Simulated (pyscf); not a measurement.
`[GeH3][GeH3]` + `[ClH]` → `[Cl][GeH2][GeH3]` + `[H][H]` (four-centre exchange; singlet surface; Ge–H, Cl–H broken, Cl–Ge, H–H formed). Optimised with ωB97X-D3(BJ)/def2-SVP in PySCF. Energies in kJ/mol from the separated reactants.

| level | barrier | reaction energy |
|---|---|---|
| ωB97X-D3(BJ)/def2-TZVP | ___ | -62.4 |
| PBE/def2-TZVP | 135.5 | -49.8 |
| B3LYP-D3(BJ)/def2-TZVP | ___ | ___ |
| PBE0-D3(BJ)/def2-TZVP | 141.9 | -51.8 |
| M06-2X/def2-TZVP | 137.9 | -68.6 |
| ωB97M-D3(BJ)/def2-TZVP | 157.3 | -49.2 |

Some entries are withheld; supply them.


- ωB97X-D3(BJ)/def2-TZVP, barrier: 148.8
- B3LYP-D3(BJ)/def2-TZVP, barrier: 144.7
- B3LYP-D3(BJ)/def2-TZVP, reaction energy: -55.7

The functionals in the table span 21.8 kJ/mol in this barrier, from PBE to ωB97M-D3(BJ). At the saddle there is also a short Ge–H contact that neither side keeps. One saddle was located; it need not be the lowest between these sides. Elements up to Kr have no core potential and no relativistic terms here.
